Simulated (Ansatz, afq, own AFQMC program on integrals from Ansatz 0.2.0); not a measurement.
## Atomization energy of Al$_{2}$H, doublet

```yaml
atoms:
  - { symbol: Al, position_ang: [0.0000, 0.0000, 0.3526] }
  - { symbol: Al, position_ang: [0.0000, 0.0000, -2.3244] }
  - { symbol: H, position_ang: [0.0000, 0.0000, 1.9718] }
```

Connectivity, by distances: AlH–Al.

Atoms in their ground-state spins without spin–orbit coupling (mostly on UHF) minus the molecule (UHF), without zero-point energy. The geometry is a stationary point, not shown to be a minimum.

Basis aug-cc-pVDZ. Noble-gas cores (and the filled d shells of Ga–Kr and In–Xe) are frozen. Ansatz 0.2.0 and our own AFQMC program on the same integrals; the CISD trial comes from CCSD amplitudes, and released means the phaseless constraint is let go. Error bars are statistical, one sigma. The errors of all members are added in quadrature.

No full CI on the walks' own integrals is used here; CCSDT(Q) serves as the reference and is uncertain by about the last step of the cluster series. Each member takes its own surest rung, up to full CI.

Errors are counted within aug-cc-pVDZ, not against nature.

Cautions: Al₂H (doublet): an unrestricted solution with more broken spin lies lower, the released energies are still falling, so no released level is given (meV from the phaseless value at times in 1/Eh: -2 ± 4 at 0.24, -3 ± 4 at 0.51, -7 ± 3 at 0.99, -11 ± 3 at 1.62, -16 ± 3 at 2.40), though the last usable value meets CCSDT(Q) within the noise, its ph-AFQMC/CISD value lies 16 ± 4 meV above CCSDT(Q).

Reference (CCSDT(Q)): 367.3 kJ/mol.

```csv
level,atomization energy (kJ/mol),error against CCSDT(Q) (kJ/mol)
HF,262.0,-105.3
MP2,353.0,-14.3
CCSD,355.5,-11.9
CCSD(T),364.4,-3.0
ph-AFQMC/HF,373.8 ± 2.2,6.5 ± 2.2
ph-AFQMC/CISD,366.5 ± 0.4,-0.8 ± 0.4
```

Correlation beyond CCSD(T) adds 3.0 kJ/mol. The perturbative (T) step is worth +8.9 kJ/mol.

A walk keeps the symmetry of its determinant, which the program's search chose and which needn't be the lowest solution, so a lower state of the same spin and another symmetry isn't excluded.
